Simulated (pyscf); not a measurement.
Single points on ωB97X-D3(BJ)/def2-SVP structures (PySCF, gas phase). MP2 and CC: frozen core, UHF for open shells. ΔMP2 is the change of the MP2 total energy from the triple- to the quadruple-zeta basis.

Problem. PBE/def2-TZVP puts the barrier of `[F][GaH2]` -> `[GaH]` [singlet] + `[FH]` (1,1-elimination; singlet surface; F–Ga, Ga–H broken, F–H formed) at 2.12 eV and the reaction energy at +1.73 eV, from the reactant's lowest minimum found. What do r²SCAN/def2-TZVP, PBE0-D3(BJ)/def2-TZVP, CCSD(T)/def2-TZVPP + ΔMP2(QZVPP) give on the same structures?

Solution. r²SCAN: ΔE‡ = 2.41 eV, ΔE = +2.01 eV; PBE0-D3(BJ): ΔE‡ = 2.46 eV, ΔE = +1.79 eV; CCSD(T): ΔE‡ = 2.62 eV, ΔE = +1.73 eV. PBE's barrier lies under all of them, by 0.29 to 0.51 eV. Its reaction energy matches one of them and lies within 0.28 eV of the others. This is the saddle that the search found; another between the same sides may lie lower. The CCSD(T) − MP2 part came from Ansatz, without density fitting, on the same reference. The frozen core leaves the outer d or s,p core shells of the metals and heavy elements correlated in the MP2 and CC values, and def2-TZVPP describes them poorly, which can shift differences by a few kcal/mol. Elements up to Kr have no core potential and no relativistic terms here.
